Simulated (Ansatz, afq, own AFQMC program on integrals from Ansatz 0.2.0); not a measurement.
# BH₃Cl, doublet: AFQMC among the cluster methods

```xyz
5

Cl   -0.7706    0.0000    0.0000
H     0.7324    0.0000    0.0000
B     1.9924    0.0000    0.0000
H     2.5015    0.0000    1.0770
H     2.5015    0.0000   -1.0770
```

Connectivity, by distances: Cl ··· BH2, 1 bridging H.

Basis cc-pVTZ. Noble-gas cores (and the filled d shells of Ga–Kr and In–Xe) are frozen. Integrals, coupled cluster, full CI and functionals: Ansatz 0.2.0; the random walks run on the same integrals in our own AFQMC program. ph-AFQMC/CISD is guided by a CISD state made of CCSD amplitudes; releasing the constraint for a short imaginary time cuts its bias at the price of noise, slowly where states lie close. Error bars are statistical, one sigma.

Determinant: UHF, the one that the program's search chose, which needn't be the lowest solution. The geometry is a point of a scan.

No full CI on the walks' own integrals is used here. The released AFQMC energy serves as the reference, which it does only where one determinant dominates, the energy is flat over the last release times and near the phaseless one (40 meV or 2 meV an electron, half that with transition metals). On small molecules, where full CI could be run and the noise was under 10 meV, such values lay within 10 meV of it in 19 cases of 20, a flattering rate, since the rule was set on those same cases; what remains of the bias isn't in the error bar.

Cautions: the released value is read at 2.40 1/Eh with a noise of 10 meV, more than in the cases checked (meV from the phaseless value at times in 1/Eh: -6 ± 4 at 0.24, -9 ± 5 at 0.51, -7 ± 5 at 0.99, -18 ± 7 at 1.62, -21 ± 10 at 2.40).

The T1 diagnostic is 0.0126 and the weight of the determinant in the CISD state is 0.871. The ⟨S²⟩ of the determinant is 0.773. The size of the correlated space is 13 electrons in 100 orbitals.

| level | correlation energy (eV) |
| --- | --- |
| MP2 | -8.0719 |
| CCSD | -9.1400 |
| CCSD(T) | -9.4476 |

(1) Estimate where phaseless AFQMC with a CISD trial lies against CCSD(T) on the same integrals.

(1) 3.6 ± 0.5 kJ/mol below CCSD(T).

Reference: AFQMC with the constraint released, correlation energy -9.506 ± 0.010 eV.

| level | E − E(reference) (kJ/mol) | share of correlation (%) |
| --- | --- | --- |
| CCSD(T) | 5.6 ± 1.0 | 99.39 |
| ph-AFQMC/HF | 3.6 ± 2.9 | 99.61 |
| ph-AFQMC/CISD | 2.0 ± 1.1 | 99.78 |

A walk keeps the symmetry of its determinant, which the program's search chose and which needn't be the lowest solution, so a lower state of the same spin and another symmetry isn't excluded. Released energies are given only where the last usable release times agree within the noise; a slower fall can still hide under it.
